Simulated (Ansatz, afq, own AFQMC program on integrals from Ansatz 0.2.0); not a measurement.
# CH4 + O, triplet: a scan with AFQMC

| atom | x (Å) | y (Å) | z (Å) |
| --- | --- | --- | --- |
| C | -1.1649 | 0.0000 | 0.0000 |
| H | -1.5281 | 1.0273 | 0.0000 |
| H | -1.5281 | -0.5137 | 0.8897 |
| H | -1.5281 | -0.5137 | -0.8897 |
| H | -0.0753 | 0.0000 | 0.0000 |
| O | 1.1681 | 0.0000 | 0.0000 |

A hydrogen atom is moved from one rigid fragment to the other; the C1–H5 distance tells how far. The two fragments are held close together, so this isn't a minimum-energy path and the start is a compressed complex. Energies in mEh count from this geometry (1.090 Å) at the same level; the start stands on UHF, each point on the determinant named.

Basis cc-pVTZ. Noble-gas cores (and the filled d shells of Ga–Kr and In–Xe) are frozen. Integrals, coupled cluster, full CI and functionals: Ansatz 0.2.0; the random walks run on the same integrals in our own AFQMC program. The CISD trial takes its coefficients from CCSD amplitudes. Released means that phaseless walkers are propagated on without the constraint, phases kept. Error bars are statistical, one sigma.

Cautions, each for one point or more: lower spins were not checked.

```json
{"r(C1–H5) / Å": "1.162", "det.": "UHF", "T1": "0.016", "weight": "0.88", "⟨S²⟩": "2.03", "CCSD(T)": "0.8", "ph-AFQMC/CISD": "0.5 ± 0.3", "wB97M-V": "0.3", "HF": "6.0"}
{"r(C1–H5) / Å": "1.198", "det.": "UHF", "T1": "0.014", "weight": "0.88", "⟨S²⟩": "2.04", "CCSD(T)": "1.6", "ph-AFQMC/CISD": "1.4 ± 0.3", "wB97M-V": "1.1", "HF": "8.6"}
{"r(C1–H5) / Å": "1.234", "det.": "UHF", "T1": "0.013", "weight": "0.88", "⟨S²⟩": "2.04", "CCSD(T)": "2.4", "ph-AFQMC/CISD": "2.1 ± 0.3", "wB97M-V": "1.9", "HF": "10.3"}
{"r(C1–H5) / Å": "1.271", "det.": "UHF", "T1": "0.013", "weight": "0.88", "⟨S²⟩": "2.04", "CCSD(T)": "3.2", "ph-AFQMC/CISD": "2.7 ± 0.3", "wB97M-V": "3.0", "HF": "11.0"}
{"r(C1–H5) / Å": "1.343", "det.": "UHF", "T1": "0.013", "weight": "0.89", "⟨S²⟩": "2.03", "CCSD(T)": "5.7", "ph-AFQMC/CISD": "5.0 ± 0.3", "wB97M-V": "6.3", "HF": "11.1"}
```

Weight is that of the determinant in the CISD state; at the start T1 is 0.017 and the weight 0.88, and ⟨S²⟩ is 2.02. Largest departures from phaseless AFQMC with a CISD trial: CCSD(T) 0.7 mEh at 1.343 (on UHF), wB97M-V 1.3 mEh at 1.343, HF 8.3 mEh at 1.271 (on UHF). The walk's constraint bias lies outside its error bars, so these are departures and not errors. Functionals count only at points shown to share the start's state and spin.

Some points may be missing: those where a free walk finds a much lower state, and past Zn most of those on another determinant than at the start.

A walk keeps the symmetry of its determinant, which the program's search chose and which needn't be the lowest solution, so a lower state of the same spin and another symmetry isn't excluded.
